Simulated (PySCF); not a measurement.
C4H11OP.
Atom-mapped SMILES: `[CH3:1][CH2:2][PH:3](=[O:4])[CH2:5][CH3:6]` (hydrogens: H7, H8, H9 on C1; H10, H11 on C2; H12 on P3; H13, H14 on C5; H15, H16, H17 on C6)

Computed by this run: PBE0-D3(BJ)/def2-SVP geometry optimisation, gas phase (PySCF 2.14.0); density fitting, grid level 1; the optimiser is geomeTRIC in internal coordinates, started from a GFN2-xTB structure.

Step 0: E = -15645.6642 eV
```
atom  x, y, z in Å  |  force x, y, z in eV/Å
C1     -2.3017    0.3649   -0.1059    0.236  -0.453   0.174
C2     -1.5455   -0.8852    0.3101    0.304   0.437  -0.212
P3      0.2374   -0.8695   -0.1131   -1.122   1.315   0.549
O4      0.9107   -2.1467    0.1339    1.117  -1.841   0.455
C5      1.0185    0.5600    0.7300    0.158  -0.493  -0.396
C6      2.4877    0.5959    0.3356   -0.368  -0.016   0.179
H7     -1.9894    1.2238    0.4830    0.071   0.422   0.196
H8     -3.3712    0.2252    0.0372   -0.421   0.040   0.024
H9     -2.1229    0.5839   -1.1566   -0.028   0.186  -0.447
H10    -1.6109   -1.0573    1.3890    0.013  -0.117   0.256
H11    -1.9513   -1.7748   -0.1814   -0.019  -0.264  -0.092
H12     0.2465   -0.4816   -1.4570   -0.115   0.406  -0.712
H13     0.5152    1.4894    0.4654   -0.294   0.342  -0.056
H14     0.9126    0.3943    1.8065   -0.126  -0.030   0.269
H15     2.5871    0.7689   -0.7353    0.153   0.099  -0.390
H16     3.0200    1.3824    0.8673    0.219   0.294   0.154
H17     2.9502   -0.3616    0.5680    0.224  -0.327   0.051
```

Q: Estimate the geometry and energy of step 1. (The exact step hangs on the optimiser's Hessian estimate; all steps are aligned on step 0, rigid shifts and turns removed.)

A: E = -15645.7611 eV, largest force 0.231 eV/Å
```
atom  x, y, z in Å  |  force x, y, z in eV/Å
C1     -2.2877    0.3789   -0.0816   -0.032   0.081  -0.042
C2     -1.5319   -0.8770    0.3169   -0.025  -0.157   0.050
P3      0.2344   -0.9136   -0.1237    0.096   0.083  -0.194
O4      0.9347   -2.2095    0.1478   -0.057   0.086  -0.018
C5      1.0099    0.5300    0.6711   -0.063   0.037   0.144
C6      2.4956    0.6075    0.3542    0.048  -0.015  -0.047
H7     -1.9796    1.2538    0.5124    0.004  -0.030  -0.018
H8     -3.3712    0.2499    0.0646    0.030   0.002   0.009
H9     -2.1300    0.6256   -1.1450   -0.016  -0.005   0.033
H10    -1.5876   -1.0704    1.4026    0.003   0.003  -0.044
H11    -1.9494   -1.7751   -0.1719    0.001   0.043   0.030
H12     0.1973   -0.4959   -1.5038   -0.005  -0.098   0.118
H13     0.4729    1.4479    0.3719    0.022  -0.060   0.010
H14     0.8472    0.3936    1.7565    0.014   0.032  -0.060
H15     2.6665    0.8079   -0.7161    0.001   0.000   0.024
H16     2.9885    1.4075    0.9270   -0.021  -0.018  -0.005
H17     2.9836   -0.3489    0.5939    0.002   0.016   0.010
```

The energy changes by -0.0969 eV. The first-order estimate −F·Δx gives -0.2153 eV and the mean of the old and new forces, exact on a quadratic surface, -0.0968 eV. The step makes an angle of 75° with the force vector and moves no atom by more than 0.111 Å.

What follows is the cost of the whole optimisation. Hardware: one thread of an Arm Neoverse V1, no GPU, on a shared host. Cost: 65 s wall, 0.63 GiB resident at most.
